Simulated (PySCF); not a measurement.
Species: cyclopentane, C5H10.
Numbering: `[CH2:1]1[CH2:2][CH2:3][CH2:4][CH2:5]1`

Probes without a nucleus sit at each ring's centroid and 1 Å off its mean plane on both sides; NICS is minus the shielding there, NICSzz its component along the normal. Level: GIAO PBE0/pcSseg-1 (PySCF, non-relativistic, gas phase) on the PBE0-D3(BJ)/def2-SVP geometry, one conformer.

Ring bond lengths (Å), with Mayer bond orders in brackets: C1–C2 1.530 (1.03), C2–C3 1.545 (1.02), C3–C4 1.545 (1.02), C4–C5 1.530 (1.03), C5–C1 1.526 (1.02).

Question: Give the NICS values of each ring in ppm.

Answer: 
```json
{"ring": "C1–C2–C3–C4–C5", "type": "5-membered carbocycle; formal bonds all single", "NICS(0)": "-5.7", "NICS(1), two faces": "-4.1 / -4.1", "NICS(1)zz, two faces": "-4.9 / -4.9", "rms pucker (Å)": "0.18", "centre to ring atoms, mean (Å)": "1.28"}
```

Question: What can be read from them?

Answer: 
- C1–C2–C3–C4–C5: mean NICS(1)zz -4.9 ppm, shielded. C1, C2, C3, C4, C5 have four or more neighbours, and the NICS criterion for π rings isn't applied.

Question: How shielded are the nuclei of the rings and their hydrogens (means over atoms taken as equivalent)?

Answer: 
```csv
atoms,environment,σ isotropic (ppm)
C1 (×5),ring CH2 carbon,156.4
H on C1 (×10),methylene hydrogen,29.82
```

Question: How do the values depend on the level or the medium?

Answer: 
```
                  level  NICS(0), C1–C2–C3–C4–C5  mean NICS(1)zz, C1–C2–C3–C4–C5
     PBE0/pcSseg-1, gas                     -5.7                            -4.9
     WP04/pcSseg-2, gas                     -5.7                            -3.9
    B97-2/pcSseg-1, gas                     -5.5                            -4.8
BHandHLYP/pcSseg-1, gas                     -5.6                            -4.7
CAM-B3LYP/pcSseg-1, gas                     -5.3                            -4.6
  LC-wPBE/pcSseg-1, gas                     -5.5                            -4.5
PBE0/6-311+G(2d,p), gas                     -5.5                            -4.5
        PBE0/6-31G, gas                     -4.8                            -3.9
```

The geometry is the same throughout.

On an AMD EPYC 9R14 with one thread, no GPU, shared host with 96 logical CPUs at a one-minute load of 5.2, this took 7.3 s of wall time and 0.71 GiB of memory at its peak. This is the whole shielding run at PBE0/pcSseg-1, SCF included.
